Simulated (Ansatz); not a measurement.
Compare A (`N#CCC1CO1`) with its isomer B (`C=C1CN=CO1`).

Program: Ansatz. Geometries: PBE0-D4/def2-TZVP. ΔE: electronic, gas phase. CCSD(T)/CBS is the MP2 limit (def2-TZVPP, def2-QZVPP) plus CCSD(T) − MP2 in def2-TZVPP, frozen cores. DFT in def2-TZVPP. Each species was taken in one conformer, which may not be the lowest.

A:

```xyz
11

N     2.345   -1.560   -0.922
C     1.751   -0.745   -0.372
C     0.972    0.268    0.322
C    -0.468   -0.154    0.487
C    -1.484    0.241   -0.477
O    -1.368    0.891    0.782
H     1.424    0.451    1.301
H     1.016    1.206   -0.239
H    -0.620   -1.067    1.059
H    -1.196    0.840   -1.338
H    -2.372   -0.372   -0.604
```

B:

Z-matrix (Å, degrees):
```
C
C 1 1.508
N 1 1.460 2 104.5
H 1 1.094 2 112.4 3 119.4
H 1 1.094 2 112.5 3 -119.5
O 2 1.384 1 105.9 3 -0.2
C 2 1.322 1 132.2 3 179.7
C 3 1.258 1 105.3 2 0.1
H 7 1.081 2 121.3 1 -180.0
H 7 1.081 2 119.9 1 0.0
H 8 1.083 3 126.5 1 180.0
```

(1) Which is lower in electronic energy at CCSD(T)/CBS, and by how much? (An estimate is asked.)

(2) Give E(B) − E(A) in kcal/mol with r2SCAN-D4, ωB97M-V, LDA (SPW92), B2PLYP, CCSD(T)/def2-TZVPP, HF/def2-TZVPP, BLYP-D4. (An estimate is asked.)

(3) Does the order hold for the free energy at 298.15 K (harmonic terms from PBE0-D4)? (An estimate is asked.)

Largest T1 diagnostic: 0.014.

## Answers

(1) Ansatz gave: B, by 12.0 kcal/mol.

(2) Ansatz gave: r2SCAN-D4 -16.0, ωB97M-V -13.0, LDA (SPW92) -24.1, B2PLYP -11.3, CCSD(T)/def2-TZVPP -10.9, HF/def2-TZVPP -9.8, BLYP-D4 -14.7. None reverses the order clearly.

(3) The calculation gave: Yes: G(B) − G(A) = -10.4 kcal/mol, for one conformer each.

At CCSD(T), def2-SVP lies +1.1 kcal/mol from the extrapolated value and def2-TZVPP +1.1 kcal/mol. From BLYP to BHLYP (50 % exact exchange), in def2-TZVPP and without D4, E(B) − E(A) moves by −0.9 kcal/mol.
